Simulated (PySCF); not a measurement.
**Electron affinity of Cl by level of theory**

Cl⁻ [Ar] (1S) → Cl [Ne] 3s2 3p5 (2P), as a difference of total energies. All numbers are calculated (PySCF 2.14, the non-relativistic Hamiltonian (point nucleus), in dyall-av2z (13s9p2d, 50 functions)). Correlated levels: valence: [Ne] frozen; virtual orbitals above 40 to 60 times the deepest correlated orbital energy dropped. The calculations carry no spin-orbit coupling.

```tsv
method	electron affinity (eV)
UHF	2.470
MP2 (valence)	3.557
SCS-MP2 (valence)	3.462
CCSD (valence)	3.377
CCSD(T) (valence)	3.432
CCSDT (valence)	3.430
```

How much does correlation contribute at CCSD(T) (valence)?

3.432 − (2.470) = 0.962 eV, measured against UHF.

A first-order spin-orbit estimate (lowest level to lowest level, LS coupling) adds -0.034 eV.

Errors of the correlated levels include the incompleteness of this basis and the frozen core.

For comparison: 3.613 eV (measured; photodetachment measurements, as compiled on the Wikipedia data page of electron affinities).
